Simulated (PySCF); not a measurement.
Compound: C₄H₇OS (doublet state).
Z-matrix (Å and degrees, GFN2-xTB geometry), rows numbered from 1:
```
C 
C   1  1.3910
O   2  1.2409  1  125.04
C   2  1.5390  1  115.82  3   179.54
C   4  1.5282  2  110.68  1    70.84
S   4  1.8158  2  108.05  1  -167.67
H   1  1.0750  2  119.59  3    -2.55
H   1  1.0737  2  121.80  3  -179.53
H   4  1.0935  2  110.09  1   -50.83
H   5  1.0874  4  110.42  2   -62.52
H   5  1.0876  4  110.05  2   177.40
H   5  1.0882  4  110.03  2    57.62
H   6  1.3575  4   89.45  2   -10.33
```

The hyperfine couplings belong to this conformer and change with its torsions.

Identity: `[CH2]C(=O)[C@@H](C)S` [radical].

Computed with PySCF, UKS B3LYP, pcH-1 on C H O S, non-relativistic, mean-field spin-orbit, GIAO. One conformer (not necessarily the lowest) at the GFN2-xTB geometry, without solvent, vibrations or thermal averaging. The geometry wasn't refined by DFT: couplings that depend on bond lengths, twists or pyramidal angles can differ widely from those at the functional's own minimum. The SCF solution wasn't tested for stability.

The Mulliken spin populations are largest on C1 (+0.83), O3 (+0.32) and C2 (-0.13). The angles at C1 add up to 359.9°, so it is planar; its axial dipolar tensor and the negative couplings of its protons fit spin in a p orbital normal to that plane.

Question: Find Q in a(H) = Q·ρ(C) for the protons on the planar carbons that carry spin.

Answer: 
```tsv
H	C	ρ(C)	a(H) (G)	a/ρ (G)
H7	C1	+0.833	-17.68	-21.2
H8	C1	+0.833	-18.01	-21.6
```

These protons share one ρ (within 0.01), so their mean ratio, Q = -21.4 G, is no test of linearity.

Couplings in gauss use g_iso = 2.0051.
